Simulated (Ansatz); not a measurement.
# BH3O2: vertical and adiabatic energies of changing the electron count, by script

Aim: vertical and adiabatic energies of changing the electron count, for BH3O2, run from a script. SMILES: OBO.

Computed with Ansatz 0.2.0 through its Python package. Level of theory: PBE/6-31G*.

## Step 1: Starting point

Bond lengths: O1–B2 1.427 Å, B2–O3 1.437 Å, O1–H4 1.017 Å, B2–H5 1.196 Å, O3–H6 1.000 Å. Angles: O1–B2–O3 118.6°, O1–B2–H5 120.3°, O3–B2–H5 121.0°, B2–O1–H4 99.6°, B2–O3–H6 106.4°.

The script holds or builds the structure itself.

## Step 2: The code

The input, adiabatic_bh3o2.py:

```python
'''Vertical and adiabatic ionisation of BH3O2.'''

import itertools

import ansatz
from ase.data import atomic_numbers, covalent_radii
import numpy as np

BASIS = '6-31G*'
XC = 'pbe'
NET_CHARGE = 1

GEOMETRY = '''
O    -1.00250   -0.74050   -0.53670
B     0.28350   -0.16210   -0.31770
O     0.83880   -0.20340    1.00660
H    -1.58330    0.08430   -0.40540
H     0.90520    0.29190   -1.23260
H     0.60040    0.66570    1.43960
'''


def main() -> None:
    mol = ansatz.Crystal.molecule()
    for line in GEOMETRY.strip().splitlines():
        symbol, *xyz = line.split()
        mol = mol.atom(symbol, [float(v) for v in xyz])

    job = mol.calculation().basis(gaussian=BASIS).functional(XC)
    symbols = [site.symbol for site in mol.cartesian_sites]
    start = np.array([site.position_ang for site in mol.cartesian_sites], dtype=float)
    data = job.relax(force_tolerance=0.01).run(threads=1, pin='off').report
    end = np.array(data['positions_ang'])

    minimum = ansatz.Crystal.molecule()
    for symbol, place in zip(symbols, end):
        minimum = minimum.atom(symbol, place.tolist())
    ion = minimum.calculation().basis(gaussian=BASIS).functional(XC).charge(NET_CHARGE).spin('collinear', total=1)
    vertical = ion.run(threads=1, pin='off').report
    settled = ion.relax(force_tolerance=0.01, max_steps=80).run(threads=1, pin='off').report
    print(f'vertical ionisation energy   {vertical["free_energy_ev"] - data["free_energy_ev"]:.3f} eV')
    print(f'adiabatic, no zero point     {settled["free_energy_ev"] - data["free_energy_ev"]:.3f} eV')
    print(f'relaxation energy of the ion {vertical["free_energy_ev"] - settled["free_energy_ev"]:.3f} eV')
    ionised = np.array(settled['positions_ang'])
    # pairs closer than 1.2 times the sum of covalent radii, before or after
    radius = [covalent_radii[atomic_numbers[s]] for s in symbols]
    span = lambda where, i, j: np.linalg.norm(where[i] - where[j])
    bonded = [(i, j) for i, j in itertools.combinations(range(len(symbols)), 2) if min(span(end, i, j), span(ionised, i, j)) < 1.2 * (radius[i] + radius[j])]
    print('pair        before    after (A)')
    for i, j in bonded:
        print(f'{symbols[i]}{i}-{symbols[j]}{j}'.ljust(10), f'{span(end, i, j):8.4f} {span(ionised, i, j):8.4f}')


if __name__ == '__main__':
    main()
```

## Step 3: The input behind the calls

The engine receives this input (first run):

```yaml
crystal:
  periodic: [false, false, false]
  atoms:
    - { symbol: O, position_ang: [-1.0025, -0.7405, -0.5367] }
    - { symbol: B, position_ang: [0.2835, -0.1621, -0.3177] }
    - { symbol: O, position_ang: [0.8388, -0.2034, 1.0066] }
    - { symbol: H, position_ang: [-1.5833, 0.0843, -0.4054] }
    - { symbol: H, position_ang: [0.9052, 0.2919, -1.2326] }
    - { symbol: H, position_ang: [0.6004, 0.6657, 1.4396] }
basis:
  gaussian:
    orbitals: "6-31G*"
hamiltonian:
  xc: pbe
relax:
  f_tol: 0.01
```

## Step 4: Launch

Launch:

```sh
> python adiabatic_bh3o2.py
```

Q: Predict the main results. Wanted: vertical ionisation energy; adiabatic ionisation energy, no zero point.

The runs gave:

```
                                  quantity      value
                vertical ionisation energy  11.436 eV
adiabatic ionisation energy, no zero point  10.657 eV
                             runs compared          3
```

The ionisation energy is a difference of two total energies at the neutral geometry; letting the ion relax lowers it by 0.78 eV. The dearest, run 3, took some 8.7 times as long as run 2. Run 1: After 10 moves the largest shift is 0.678 Å, of atom 3 (O). Run 3: The relaxation took 13 moves; the largest shift is 0.999 Å, of atom 4 (H). So large a move can change the bonding: the results belong to the relaxed structure. The energies are electronic: no zero-point or thermal terms, and the basis set is short of its limit. The product may relax into another structure.
